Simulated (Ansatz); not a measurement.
## [SiH$_{3}$···H···Cl], doublet in cc-pVDZ: errors against UCCSDT(Q)

Geometry: a point of a hydrogen-transfer path between rigid fragments, not a stationary point.

```csv
atom,x (Å),y (Å),z (Å)
Si,-1.7026,0.0000,0.0000
H,-2.1974,1.3997,0.0000
H,-2.1974,-0.6999,1.2122
H,-2.1974,-0.6999,-1.2122
H,-0.0446,0.0000,0.0000
Cl,1.5374,0.0000,0.0000
```

Basis cc-pVDZ; Ansatz 0.2.0. Only valence electrons are correlated (noble-gas cores frozen), which leaves 15 electrons in 46 orbitals. Prefix R: restricted or restricted open-shell reference; prefix U: unrestricted. Active spaces: pair = (3e, 3o) about the gap; valence = (15e, 12o) chosen from the atoms' valence shells.

Full CI isn't at hand for all of this; UCCSDT(Q) serves as the reference, and is uncertain by about the last step of the cluster series. The frozen core follows each run's orbitals, which can shift R against U totals by a few meV.

For open shells CISD is restricted-active-space CI with the open shells as a complete middle space.

```
UHF ⟨S²⟩                          : 0.777
T1 diagnostic (RCCSD)             : 0.0166
largest doubles amplitude (RCCSD) : 0.043
T1 diagnostic (UCCSD)             : 0.0135
```

From what is known of these methods and the diagnostics, rank them by the size of their error in total energy against UCCSDT(Q) in cc-pVDZ, smallest first (an estimate: the text doesn't fix the numbers).
A. RMP2
B. RCCSD
C. BCCD(T)
D. CASSCF (valence space)
E. MRCISD (pair space)

C (3.6 kJ/mol), B (18.8 kJ/mol), E (81.9 kJ/mol), A (128.2 kJ/mol), D (628.0 kJ/mol).

All errors are against UCCSDT(Q) in cc-pVDZ. Within each family the higher level lies nearer, as is usual though not guaranteed.

Natural occupations of CASSCF (valence space) about the gap: 1.985 1.976 1.976 1.970 1.003 0.033 0.021 0.019 0.019; effectively unpaired electrons, Σ n²(2−n)², 1.02.
